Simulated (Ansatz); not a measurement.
System: hcp Tl. Method: PBE-D3(BJ) (Ansatz, an electronic-structure program, PAW).

Numerical settings: plane-wave cutoff 520 eV, 18×18×10 k mesh (along the axes of the cell as run), Fermi–Dirac smearing 0.05 eV, scalar-relativistic PAW data made under PBE.

Cell (relaxed at this level):

```yaml
crystal:
  lattice:
    - [1.75257, -3.03554, 0.00000]
    - [1.75257, 3.03554, 0.00000]
    - [0.00000, 0.00000, 5.56375]
  atoms:
    - { symbol: Tl, position: [0.33333, 0.66667, 0.25000] }
    - { symbol: Tl, position: [0.66667, 0.33333, 0.75000] }
```

What does this level give for the bulk modulus and pressure derivative B′ of the bulk modulus?


- bulk modulus: 32.0 GPa
- pressure derivative B′ of the bulk modulus: 5.4

The run finds no gap.

Measured, for comparison: bulk modulus 37.4 GPa (copied from a table, unchecked, extrapolated to 0 K and zero-point effects removed; as tabulated in Lejaeghere et al. (2013), arXiv:1204.2733). Computed (rounded) less measured: bulk modulus not scored (unchecked).

Note: the bulk modulus comes from volumes at which shape and atoms were relaxed.

Spin–orbit coupling is not included; it can shift volumes and moduli of such heavy elements.

The computed numbers hold no vibrational or temperature effects.
